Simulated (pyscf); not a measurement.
Routes from `[CH3][CH2][ZnH]` + `[OH2]`

Candidate steps break at most two bonds and form at most two. Each was searched with GFN2-xTB (tblite) first. Structures and frequencies: ωB97X-D3(BJ)/def2-SVP in PySCF. Energies: ωB97M-D3(BJ)/def2-TZVP, kcal/mol, from the separated reactants, singlet surface; ΔG‡ with ideal gas, 1 atm, RRHO with modes under 100 cm⁻¹ raised to 100, one conformer, R ln 2 for chiral ones without a mode under 150 cm⁻¹.

```json
[
 {"products": "H₃C–CH₃ + HO–ZnH", "type": "four-centre exchange", "ΔE‡": "17.1", "ΔE": "-19.8", "ΔG‡ 298 K": "25.1", "ΔG‡ 900 K": "45.1", "ν‡ (cm⁻¹)": "1413i"},
 {"products": "H₃C–CH₂–ZnH + H₂O", "type": "exchange assisted by a bridging atom", "ΔE‡": "63.9", "ΔE": "0.0", "ΔG‡ 298 K": "72.6", "ΔG‡ 900 K": "95.1", "ν‡ (cm⁻¹)": "1433i"}
]
```

Row 1: On the reactant side the descent ends in a complex, 8.0 kcal/mol under the separated species and 24.4 kcal/mol under the saddle at ωB97X-D3(BJ)/def2-TZVP. Row 2: On the reactant side the descent ends in a complex (not fully relaxed), 7.2 kcal/mol under the separated species and 70.7 kcal/mol under the saddle at ωB97X-D3(BJ)/def2-TZVP. On the product side the descent ends in a bound adduct (not fully relaxed), 8.8 kcal/mol under the separated species and 72.3 kcal/mol under the saddle at ωB97X-D3(BJ)/def2-TZVP. 

Plain bond fissions and candidates not yet searched are not listed, and one of them may be faster. Each barrier is that of the saddle found; lower ones may exist. Elements up to Kr have no core potential and no relativistic terms here.
